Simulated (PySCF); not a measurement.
Isomers of C5H10S: computed energies against enthalpies of formation

**Measured values to compare with.**

From CRC Handbook of Chemistry and Physics, for the gas at 298.15 K: enthalpy of formation of `C1CCSCC1` -63.5 kJ/mol; enthalpy of formation of `SC1CCCC1` -48.1 kJ/mol.

The runs below try to reproduce these values; the comparison stands at the end.

Differences of these values give the isomerisation enthalpies. Geometries: PBE0-D3(BJ)/def2-SVP; runs in PySCF, gas phase, with a dispersion term only where the level names one. Total electronic energies (Eh):

```tsv
SMILES	PBE0-D3(BJ)/def2-SVP
C1CCSCC1	-594.12445
SC1CCCC1	-594.11685
```

Geometry of `C1CCSCC1` (Å):
```
atom  x, y, z in Å
C1    -0.0528   -1.1876    0.1593
C2    -1.3379   -0.4033   -0.0900
C3    -1.2547    1.0377    0.3905
S4     0.0596    1.9781   -0.4360
C5     1.4368    0.8583   -0.0564
C6     1.1738   -0.5707   -0.5069
H7     0.1235   -1.2546    1.2489
H8    -0.1805   -2.2234   -0.1939
H9    -2.1794   -0.9029    0.4202
H10   -1.5712   -0.4055   -1.1685
H11   -2.1861    1.5841    0.1785
H12   -1.0950    1.0772    1.4824
H13    1.6436    0.8950    1.0276
H14    2.3126    1.2841   -0.5689
H15    1.0453   -0.5800   -1.6028
H16    2.0625   -1.1857   -0.2838
```

Geometry of `SC1CCCC1` (Å):
```
atom  x, y, z in Å
S1     2.264    0.749   -0.458
C2     1.099   -0.441    0.304
C3     0.128    0.208    1.291
C4    -1.001    0.765    0.410
C5    -0.982   -0.083   -0.886
C6     0.156   -1.099   -0.703
H7     1.334    1.563   -1.004
H8     1.771   -1.165    0.789
H9    -0.266   -0.580    1.955
H10    0.608    0.966    1.925
H11   -1.972    0.723    0.924
H12   -0.823    1.827    0.181
H13   -1.943   -0.584   -1.073
H14   -0.793    0.553   -1.765
H15    0.659   -1.374   -1.641
H16   -0.235   -2.027   -0.251
```

Zero-point and thermal terms are left out, so the computed numbers are electronic energies.

## Comparison

Relative to `C1CCSCC1`, the lowest by measurement, in kJ/mol (measured: enthalpies at 298.15 K; computed: electronic energies):

```json
{"SMILES": "C1CCSCC1", "measured": "0.0", "PBE0-D3(BJ)/def2-SVP": "0.0"}
{"SMILES": "SC1CCCC1", "measured": "15.4", "PBE0-D3(BJ)/def2-SVP": "19.9"}
```

Measured values: -63.5 kJ/mol (298.15 K; CRC Handbook of Chemistry and Physics) for the first row; the others come from the same table. Unsigned miss: PBE0-D3(BJ)/def2-SVP 4.5 kJ/mol. One conformer stands for `SC1CCCC1`, not necessarily the lowest, while the measurement averages over conformers. Where a level misses, the cause wasn't examined.
